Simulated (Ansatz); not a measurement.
A made-up structure of CH2BSi, doublet:

B1  (-0.934, -1.086, 0.123)
C2  (-0.038, -0.065, 0.009)
Si3  (0.568, 1.488, -0.252)
H4  (-1.656, -2.005, 0.235)
H5  (0.661, -0.848, 0.157)
(Å)

It is relaxed with PBE-D4/def2-SVP and then PBE0-D4/def2-TZVP (Ansatz 0.2.0). Atoms count as bonded within 1.22 times the sum of their covalent radii (H–H: 0.88 Å). The end point is not checked to be a true minimum.

(1) Does its bonding change? (A judgement: the text doesn't fix the answer.)

## Answers

(1) By the calculation: Yes. Formed: B1–Si3; broken: none.

Where it ends: The first stage lowers the energy by 0.44 eV in 7 steps. It ends as CH₂BSi ([BH]1[CH][Si]1):
B1  (-0.940, -0.844, 0.081)
C2  (0.429, -0.455, 0.080)
Si3  (-0.295, 1.134, -0.222)
H4  (-1.978, -1.402, 0.127)
H5  (1.385, -0.949, 0.207)
(Å)

Labels in which every atom is bracketed show which atoms are joined, not bond orders.

For scale, one of the runs: PBE0-D4/def2-TZVP relaxation, 111 basis functions, launched by `ansatz run in.yaml --threads 2 --pin off --events-out ev --progress --plain --max-ram 4352MiB`. Hardware: 2 CPU threads of an AMD EPYC 7B13, shared host. Wall time about 45 s.
